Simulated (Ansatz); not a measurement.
Isolated molecules relaxed with PBE0-D4/def2-TZVP in Ansatz; ΔE leaves out vibrations. CCSD(T)/CBS adds triple-zeta CCSD(T) − MP2 to the extrapolated MP2 energy (def2 sets, frozen cores). DFT in def2-TZVPP. B3LYP here is the variant with VWN-RPA as its local correlation; programs differ in this. Each species was taken in one conformer, which may not be the lowest.

Consider the isomerisation: `CC1(F)OCO1` → `O/C=C(/O)CF`.

```
             level  ΔE (kJ/mol)
         r2SCAN-D4         34.6
              PBE0         37.1
             B3LYP         18.3
SCS-MP2/def2-TZVPP         38.1
```

Question: What does CCSD(T)/CBS give? (Best estimate.)

Answer: The calculation gave: +29.3 kJ/mol. The listed levels differ from it by 5.3, 7.8, -11.0, 8.8 kJ/mol.

Largest T1 diagnostic among the species: 0.012.

In def2-TZVPP, CCSD(T) changes the Hartree–Fock value by −9.2 kJ/mol (the triples alone add −2.1 kJ/mol) and MP2 by −9.2 kJ/mol. From PBE to PBE0 (25 % exact exchange), in def2-TZVPP and without D4, ΔE moves by +11.1 kJ/mol.
